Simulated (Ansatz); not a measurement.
CH$_{2}$O, singlet, geometry from GFN2-xTB of the parent state; PBE0/6-31G** run with Ansatz (a first-principles code).

Ansatz was given this input:
Ansatz 0.2 input:
```yaml
crystal:
  periodic: [false, false, false]
  atoms:
    - {symbol: C, position_ang: [-0.47957091, 0.09336034, 0.00453925]}
    - {symbol: O, position_ang: [0.64878672, -0.12630238, -0.00614092]}
    - {symbol: H, position_ang: [-1.32966710, -0.66276857, -0.02939452]}
    - {symbol: H, position_ang: [-0.98320118, 1.11302559, 0.05128636]}
basis:
  gaussian:
    orbitals: 6-31G__.json
hamiltonian:
  xc: pbe0
```
The basis file holds 6-31G** in the JSON format of the Basis Set Exchange.

What the program printed (banner, timings and long lists left out):

```
Functional definition: PBE0
421 factors; their error is unknown
mean field evaluation 1: about -3109.6760 eV, gradient 3.5e1 eV
mean field evaluation 2: about -3105.0411 eV, gradient 6.2e1 eV
mean field evaluation 4: about -3111.9846 eV, gradient 1.4e0 eV
mean field evaluation 8: about -3111.9784 eV, gradient 3.7e-2 eV
mean field -3111.97842242 eV, -114.3630976493 hartree, gradient 1.6e-5 eV, S^2 0.000000; 0 other end points of the search recorded, 0 dependent functions left out
reference -3111.97843269 eV, -114.3630980266 hartree; 8, 8 occupied and 32, 32 virtual orbitals, 421 factors
Total energy: -3111.97843269 eV, -114.3630980266 hartree
```
